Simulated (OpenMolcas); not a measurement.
## A ladder of methods for BHF2 (SMILES FBF)

The species is BHF2 (4 atoms), meant as a singlet with charge 0. SMILES: `FBF`. Geometry: relaxed at PBE0-D4/def2-TZVP.

```xyz
4

F     1.1543    0.4569   -0.3619
B    -0.0019   -0.0310    0.0252
F    -1.0954    0.5287   -0.4389
H    -0.0570   -0.9546    0.7756
```

Quantity: the energy change with the F1–B2 bond stretched from 1.313 to 1.970 Å, in eV. The values are calculated.

| level | kind | program | value (eV) | less FCI/STO-3G | CPU time (all runs) |
| --- | --- | --- | --- | --- | --- |
| HF/STO-3G (restricted) | Hartree–Fock | OpenMolcas | 5.12 | +1.25 | 3.2 s |
| SVWN5/STO-3G (restricted) | LDA | OpenMolcas | 4.24 | +0.37 | 6.9 s |
| PBE/STO-3G (restricted) | GGA | OpenMolcas | 3.85 | -0.02 | 7.9 s |
| r2SCAN/STO-3G (restricted) | meta-GGA | OpenMolcas | 4.13 | +0.26 | 9.2 s |
| B2PLYP/STO-3G (restricted) | double hybrid | OpenMolcas | 4.33 | +0.46 | 7.5 s |
| MP2/STO-3G (restricted) | perturbation theory | OpenMolcas | 4.53 | +0.66 | 3.3 s |
| CISD/STO-3G (restricted) | coupled cluster or CI | OpenMolcas | 4.05 | +0.18 | 3.5 s |
| FCI/STO-3G | exact in the basis | OpenMolcas | 3.87 | 0.00 | 3.6 min |

FCI/STO-3G is exact within its basis and frozen core, so for wave-function methods in that basis the difference is their error; functionals converge differently with the basis, so for them it is only a difference. Spin-restricted single references rise too steeply as a bond breaks, Hartree–Fock most of all. The first shape isn't each level's own minimum. The values span 3.85 to 5.12 eV. All rows use very small basis sets, so even the best lies far from the true value. Times are those of the runs behind each value, whatever else they computed, on shared processors of several kinds: orders of magnitude only.
